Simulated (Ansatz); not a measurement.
# Multireference treatment of C₂H₃N, singlet

Program: Ansatz, Gaussian basis, development build; NEVPT3, NEVPT4(SD), MRCISD by development code. Basis cc-pVTZ, nonrelativistic, 3 orbitals frozen in the corrections. State-specific CASSCF; RHF is the lowest restricted (open-shell) Hartree–Fock solution met. Solutions may break the symmetry of the shape. Lower solutions, or ones in other orbitals, may exist.

Geometry:

```xyz
6

N    -0.1501    0.0000   -0.8887
C     0.0277   -0.6420    0.4787
C     0.0277    0.6420    0.4787
H     0.7764    0.0000   -1.3400
H    -0.0289   -1.6267    0.9086
H    -0.0289    1.6267    0.9086
```

(1) What do CASSCF and its corrections give against RHF in CAS(4,3), and what are the occupations?

(2) How do single-reference totals in the same basis and frozen core stand against SC-NEVPT2 in CAS(4,3)?

(3) Roughly how much CPU time does a whole run from the default start take (median of such runs, summed over threads; nearly all runs on one pinned thread of a shared server, mostly Xeon at 2.3 to 2.6 GHz, by a development driver)?

## Answers

(1) CASSCF -0.847 eV, SC-NEVPT2 -14.355 eV, FIC-NEVPT2 -14.360 eV, NEVPT3 -14.786 eV, NEVPT4(SD) -15.250 eV, MRCISD -13.376 eV; occupations 2.00, 1.91, 0.09. The MRCI reference weight is 0.883.

(2) CCSD(T) -1.164 eV. Coupled cluster stands on the determinant that it favours, which can lie over the RHF solution above, and is in doubt where the occupations are far from 0, 1 and 2.

(3) CAS(4,3): about 5.7 s. Other jobs ran beside these, and the count of passes differs.
